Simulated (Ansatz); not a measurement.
C2H4F2 (1,2-difluoroethane): from total energies to a heat of formation

C2H4F2 has 8 atoms, charge 0, and is taken as a singlet. As SMILES, `FCCF`. Geometry: relaxed at PBE0-D4/def2-TZVP. This is one conformer, not always the lowest.

Total energies at r2SCAN/def2-SVPD (Ansatz 0.2.0); the atoms run unrestricted:

| species | state | energy (Eh) |
| --- | --- | --- |
| C2H4F2 | singlet | -277.961561 |
| F | doublet | -99.608836 |
| C | triplet | -37.788279 |
| H | doublet | -0.499209 |

Harmonic wavenumbers at PBE0-D4/def2-TZVP, in cm⁻¹: 153, 327, 500, 883, 913, 1110, 1132, 1142, 1265, 1308, 1400, 1439, 1481, 1483, 3047, 3057, 3102, 3116.

Measured heats of formation of the gaseous atoms at 298.15 K, in kJ/mol: F 79.4, C 716.9, H 218.0. Spin-orbit lowering of the atoms at 298 K (mean of the ground term's levels less their thermal mean, from spectra), in kJ/mol: F 1.29, C 0.02. Take 1 Eh = 2625.50 kJ/mol, 1 cm⁻¹ = 0.0119627 kJ/mol, RT = 2.479 kJ/mol.

Q: What heat of formation follows?

A: 
1. Electronic atomisation energy: 2 × (-99.608836) + 2 × (-37.788279) + 4 × (-0.499209) − (-277.961561) = 1.170495 Eh = 3073.1 kJ/mol.
2. Zero-point energy: half the sum of the wavenumbers, 13429 cm⁻¹ = 160.6 kJ/mol.
3. Thermal vibrational enthalpy, Σ hcν̃/(exp(hcν̃/kT) − 1): 3.9 kJ/mol. Translation, rotation and pV of a non-linear molecule: 4 RT = 9.9 kJ/mol.
4. The 8 free atoms carry 5/2 RT each: 49.6 kJ/mol.
5. Spin-orbit coupling lowers the free atoms by 2 × 1.29 + 2 × 0.02 = 2.6 kJ/mol.
6. Atomisation enthalpy at 298 K: 3073.1 − 2.6 − 160.6 − 3.9 − 9.9 + 49.6 = 2945.7 kJ/mol.
7. Sum of the atoms' heats of formation: 2464.6 kJ/mol. Heat of formation: 2464.6 − 2945.7 = -481.1 kJ/mol.

The tabulated value is -450.4 kJ/mol (Active Thermochemical Tables), so this level is off by -30.7 kJ/mol, or 1.1 % of the atomisation enthalpy. Anharmonicity and any spin-orbit splitting of the molecule are left out.
